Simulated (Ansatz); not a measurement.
The same path of BFH5N (8 atoms, charge 0, multiplicity 1) was run twice with different band settings. Lost on the way: B1–F2, N5–H8. Made: F2–H8.

Level of theory: RKS PBE0-D4/def2-SVP (Ansatz 0.2.0).

Relaxed end points:

```xyz
8
Properties=species:S:1:pos:R:3
B 0.032 -0.136 0.172
F 0.220 0.662 1.296
H 0.974 -0.135 -0.618
H -1.080 -0.042 -0.342
N 0.043 -1.673 0.792
H -0.133 -2.364 0.062
H 0.945 -1.882 1.225
H -0.678 -1.769 1.509
```

```xyz
8
Properties=species:S:1:pos:R:3
B 0.105 -0.568 -0.374
F -0.397 0.181 2.373
H 1.104 0.083 -0.547
H -0.966 -0.259 -0.833
N 0.189 -1.731 0.409
H -0.583 -2.382 0.503
H 1.074 -2.108 0.732
H -0.201 -0.556 1.834
```

Common settings: movable images 7; climbing image yes; spring 5.0 eV/Å²; optimiser quadratic models (default); force threshold 0.05 eV/Å; iteration limit 60; end points relaxed.

| run | start path |
| --- | --- |
| 1 | through a guess of the saddle point |
| 2 | straight line |

(1) What does each run give, and how far can it be trusted?

## Answers

(1) Run 1: converged after 11 iterations, highest image 1.341 eV above the first end. A vibrational analysis at the climbing image gives one clearly imaginary mode, 567i cm⁻¹: a first-order saddle point.
Run 2: converged after 16 iterations, highest image 1.341 eV above the first end. Another band between the same ends (7 images) ends at a top of the same energy, where a vibrational analysis finds 1 clearly imaginary mode.
The orbitals stay closed-shell, which can raise the energy where a bond breaks towards radicals; this wasn't checked here.
